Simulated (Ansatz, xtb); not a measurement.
# C4H6OS: which of two isomers lies lower

Structure I: `CC(=O)/C=C\S`, a singlet. Structure II: `CC(=O)/C=C/S`, a singlet. Both are isolated molecules in the gas phase, relaxed with B3LYP/def2-SVP, each in the lowest conformer that the search found.

Quicker runs give these differences E(II) − E(I): GFN2-xTB +4.9 kcal/mol; HF/STO-3G −2.2 kcal/mol (at GFN2-xTB geometries); r2SCAN-D4/def2-SVP +4.8 kcal/mol (at GFN2-xTB geometries).

Question: Estimate which is lower in electronic energy at CCSD(T)/def2-SVP + ΔMP2/def2-TZVPP, and by roughly how much.

Answer: The CCSD(T)/def2-SVP + ΔMP2/def2-TZVPP calculation puts structure I lower, by 2.0 kcal/mol.

How the difference moves with the method:

```json
{"level": "GFN2-xTB", "geometry": "GFN2-xTB", "E(II) − E(I) (kcal/mol)": "+4.9", "departure from the last row (kcal/mol)": "+2.9", "job, with rough time for the two": "optimisation, 0.23 s"}
{"level": "HF/STO-3G", "geometry": "GFN2-xTB", "E(II) − E(I) (kcal/mol)": "−2.2", "departure from the last row (kcal/mol)": "−4.2", "job, with rough time for the two": "single point, 0.44 s"}
{"level": "r2SCAN-D4/def2-SVP", "geometry": "GFN2-xTB", "E(II) − E(I) (kcal/mol)": "+4.8", "departure from the last row (kcal/mol)": "+2.8", "job, with rough time for the two": "single point, 6.3 s"}
{"level": "B3LYP/def2-SVP", "geometry": "B3LYP/def2-SVP", "E(II) − E(I) (kcal/mol)": "+3.3", "departure from the last row (kcal/mol)": "+1.3", "job, with rough time for the two": "optimisation, 47 s"}
{"level": "HF/def2-SVP", "geometry": "B3LYP/def2-SVP", "E(II) − E(I) (kcal/mol)": "−1.4", "departure from the last row (kcal/mol)": "−3.4", "job, with rough time for the two": "part of the CCSD(T) run"}
{"level": "MP2/def2-SVP", "geometry": "B3LYP/def2-SVP", "E(II) − E(I) (kcal/mol)": "+2.4", "departure from the last row (kcal/mol)": "+0.4", "job, with rough time for the two": "part of the CCSD(T) run"}
{"level": "CCSD(T)/def2-SVP", "geometry": "B3LYP/def2-SVP", "E(II) − E(I) (kcal/mol)": "+1.6", "departure from the last row (kcal/mol)": "−0.4", "job, with rough time for the two": "single point"}
{"level": "CCSD(T)/def2-SVP + ΔMP2/def2-TZVPP", "geometry": "B3LYP/def2-SVP", "E(II) − E(I) (kcal/mol)": "+2.0", "departure from the last row (kcal/mol)": "", "job, with rough time for the two": "single point, 74 s"}
```

As drawn, both hold the same kinds of bond in the same numbers.

HF/STO-3G, HF/def2-SVP put the two in the other order. The largest departure from CCSD(T)/def2-SVP + ΔMP2/def2-TZVPP is that of HF/STO-3G, 4.2 kcal/mol. The last row adds to CCSD(T) the change of the MP2 difference between the two basis sets, here +0.4 kcal/mol.

With thermal terms from frequencies at re-optimised GFN2-xTB minima (ideal gas, soft modes damped towards free rotors, one conformer each, 298.15 K, 1 atm): on the last row, ΔE + ΔZPE = +1.7, ΔH = +2.1, ΔG = +1.0 kcal/mol.

The correlated steps freeze 10 core orbitals. Codes used: Ansatz 0.2.0, xtb 6.7.1; the last row on 2 threads of Arm Neoverse V1 on a shared host.
